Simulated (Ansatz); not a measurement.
Input for Ansatz (development build ahead of 0.2.0):

```yaml
crystal:
  periodic: [false, false, false]
  atoms:
    - { symbol: B, position_ang: [0.0, 0.0, 0.0] }
    - { symbol: "N", position_ang: [0.0, 0.0, 1.92] }
basis:
  gaussian: { orbitals: def2-SVP }
hamiltonian:
  xc: hf
correlation:
  method: mp2
  frozen_orbitals: { B: 1, "N": 1 }
output:
  forces: true
```

The input is written out in the form of the current development build from the run's settings.

Results

```yaml
Converged: yes
Reference_energy: -78.74652 hartree
Correlation_energy: -0.17236 hartree
Total_energy: -78.91888 hartree
Spin_squared_of_the_determinant: 0.000
Stability_test: minimum among restricted orbitals
```

Forces (eV/Å):
```
atom     Fx     Fy      Fz
  B1  0.000  0.000   4.455
  N2  0.000  0.000  -4.455
```

Caution: bonds are stretched, where a single reference can fail; an unrestricted determinant lies well below; other determinants can give a lower correlated total.
